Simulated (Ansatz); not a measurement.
A run of Ansatz (development build ahead of 0.2.0) on triplet C6H4 at this shape:

```xyz
10

C     1.3900    0.0000    0.0000
C     0.6950    1.2038    0.0000
C    -0.6950    1.2038    0.0000
C    -1.3900    0.0000    0.0000
C    -0.6950   -1.2038    0.0000
C     0.6950   -1.2038    0.0000
H     1.2375    2.1434    0.0000
H    -1.2375    2.1434    0.0000
H    -1.2375   -2.1434    0.0000
H     1.2375   -2.1434    0.0000
```

Its results:

| Item | Value |
| --- | --- |
| Converged | yes |
| Total energy | -230.42461 hartree |
| Spin squared of the determinant | 2.009 |
| Stability test | minimum |

(1) Which input gives this output? Name the method, the orbitals and the basis set, and write the input.

## Answers

(1) PBE0 (unrestricted) in def2-SVP.

```yaml
crystal:
  periodic: [false, false, false]
  atoms:
    - { symbol: C, position_ang: [1.39, 0.0, 0.0] }
    - { symbol: C, position_ang: [0.695, 1.20378, 0.0] }
    - { symbol: C, position_ang: [-0.695, 1.20378, 0.0] }
    - { symbol: C, position_ang: [-1.39, 0.0, 0.0] }
    - { symbol: C, position_ang: [-0.695, -1.20378, 0.0] }
    - { symbol: C, position_ang: [0.695, -1.20378, 0.0] }
    - { symbol: H, position_ang: [1.2375, 2.14341, 0.0] }
    - { symbol: H, position_ang: [-1.2375, 2.14341, 0.0] }
    - { symbol: H, position_ang: [-1.2375, -2.14341, 0.0] }
    - { symbol: H, position_ang: [1.2375, -2.14341, 0.0] }
basis:
  gaussian: { orbitals: def2-SVP }
magnetization:
  spin_polarized: true
  initial_magnetization: 2
hamiltonian:
  xc: pbe0
```

Caution: another spin multiplicity may lie lower.
